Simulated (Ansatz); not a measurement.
Born–Oppenheimer molecular dynamics of CH7B (9 atoms, charge 0, multiplicity 1). It starts at the highest image of a converged band, a first-order saddle point between two minima.

Method: Ansatz, RKS PBE0-D4/def2-SVP.

```yaml
ensemble: NVE (velocity Verlet)
time_step: 0.5 fs
steps_asked: 200
starting_velocities_drawn_for: 300 K
seed: 3051
```

Frames 1 fs apart, positions in Å.

Velocities at 75 fs (Å/ps):

```
B 1.10 -3.99 -19.05
C 0.91 -1.42 10.74
H -18.52 10.16 26.58
H 12.48 19.85 40.24
H 13.54 22.08 21.27
H -13.74 -6.91 -9.61
H -11.75 -8.75 -30.50
H -1.99 15.51 -5.23
H -2.68 7.75 33.63
```

```xyz
9
Properties=species:S:1:pos:R:3 time_fs=75 energy_less_start_eV=-0.401 T=743
B -0.080 -0.604 -0.809
C 0.016 0.163 2.721
H -1.036 0.277 2.996
H 0.701 0.235 3.593
H 0.282 0.894 1.946
H 1.039 -0.173 -0.897
H -1.040 0.100 -1.060
H -0.309 -1.727 -0.482
H 0.206 -0.869 2.248
9
Properties=species:S:1:pos:R:3 time_fs=76 energy_less_start_eV=-0.392 T=734
B -0.079 -0.608 -0.828
C 0.017 0.161 2.732
H -1.054 0.287 3.023
H 0.711 0.256 3.631
H 0.296 0.917 1.968
H 1.026 -0.180 -0.907
H -1.050 0.091 -1.090
H -0.311 -1.714 -0.487
H 0.201 -0.856 2.285
9
Properties=species:S:1:pos:R:3 time_fs=77 energy_less_start_eV=-0.350 T=687
B -0.079 -0.611 -0.847
C 0.019 0.159 2.743
H -1.066 0.295 3.049
H 0.713 0.277 3.660
H 0.308 0.938 1.994
H 1.017 -0.186 -0.917
H -1.057 0.081 -1.120
H -0.312 -1.707 -0.490
H 0.193 -0.837 2.325
9
Properties=species:S:1:pos:R:3 time_fs=78 energy_less_start_eV=-0.313 T=648
B -0.080 -0.614 -0.867
C 0.021 0.157 2.754
H -1.067 0.302 3.072
H 0.704 0.296 3.677
H 0.319 0.956 2.023
H 1.014 -0.189 -0.928
H -1.058 0.070 -1.150
H -0.312 -1.708 -0.490
H 0.184 -0.819 2.364
9
Properties=species:S:1:pos:R:3 time_fs=79 energy_less_start_eV=-0.324 T=659
B -0.082 -0.616 -0.886
C 0.023 0.158 2.767
H -1.056 0.307 3.091
H 0.685 0.314 3.683
H 0.326 0.967 2.056
H 1.018 -0.190 -0.940
H -1.056 0.058 -1.179
H -0.312 -1.715 -0.489
H 0.176 -0.812 2.397
9
Properties=species:S:1:pos:R:3 time_fs=80 energy_less_start_eV=-0.374 T=713
B -0.085 -0.618 -0.905
C 0.025 0.160 2.782
H -1.034 0.311 3.106
H 0.659 0.328 3.680
H 0.330 0.972 2.090
H 1.027 -0.189 -0.953
H -1.050 0.045 -1.210
H -0.311 -1.727 -0.488
H 0.170 -0.820 2.423
9
Properties=species:S:1:pos:R:3 time_fs=81 energy_less_start_eV=-0.386 T=726
B -0.088 -0.620 -0.924
C 0.026 0.164 2.798
H -1.008 0.313 3.118
H 0.631 0.340 3.675
H 0.331 0.973 2.123
H 1.039 -0.187 -0.967
H -1.042 0.034 -1.241
H -0.309 -1.739 -0.486
H 0.167 -0.843 2.442
9
Properties=species:S:1:pos:R:3 time_fs=82 energy_less_start_eV=-0.315 T=649
B -0.092 -0.622 -0.943
C 0.028 0.169 2.814
H -0.984 0.316 3.128
H 0.608 0.350 3.677
H 0.331 0.970 2.151
H 1.050 -0.185 -0.982
H -1.035 0.024 -1.274
H -0.305 -1.749 -0.487
H 0.166 -0.870 2.455
9
Properties=species:S:1:pos:R:3 time_fs=83 energy_less_start_eV=-0.240 T=567
B -0.095 -0.625 -0.961
C 0.029 0.174 2.830
H -0.971 0.319 3.139
H 0.595 0.358 3.692
H 0.331 0.968 2.171
H 1.058 -0.184 -0.997
H -1.030 0.018 -1.308
H -0.298 -1.754 -0.490
H 0.166 -0.892 2.467
9
Properties=species:S:1:pos:R:3 time_fs=84 energy_less_start_eV=-0.253 T=581
B -0.098 -0.628 -0.978
C 0.030 0.177 2.845
H -0.974 0.324 3.150
H 0.593 0.366 3.724
H 0.331 0.968 2.181
H 1.059 -0.186 -1.014
H -1.028 0.014 -1.345
H -0.290 -1.754 -0.496
H 0.166 -0.902 2.481
9
Properties=species:S:1:pos:R:3 time_fs=85 energy_less_start_eV=-0.330 T=664
B -0.099 -0.632 -0.995
C 0.032 0.179 2.860
H -0.991 0.331 3.163
H 0.602 0.371 3.768
H 0.332 0.970 2.180
H 1.054 -0.189 -1.031
H -1.028 0.013 -1.385
H -0.281 -1.748 -0.506
H 0.167 -0.897 2.496
9
Properties=species:S:1:pos:R:3 time_fs=86 energy_less_start_eV=-0.382 T=721
B -0.100 -0.637 -1.011
C 0.034 0.180 2.874
H -1.017 0.337 3.175
H 0.614 0.373 3.815
H 0.334 0.971 2.173
H 1.043 -0.194 -1.049
H -1.030 0.013 -1.425
H -0.272 -1.737 -0.518
H 0.168 -0.878 2.514
```

Of the whole run (100 fs, mean temperature of the second half 679 K): The conserved energy stayed within 0.24 meV per atom of its start (net change 0.15 meV per atom), so the integration is sound. The kinetic energy rose, since the run started high on the potential surface and went downhill. It ends in pieces (BH3 + CH4), so much of that is their flight and rotation, not heat. A run of 0.1 ps of so small a system gives no equilibrium averages. The orbitals stay closed-shell, which can raise the energy where a bond breaks towards radicals; this wasn't checked here.

The run took 4.5 min on 1 thread of Arm Neoverse V1 (shared host), peak memory 0.1 GiB.
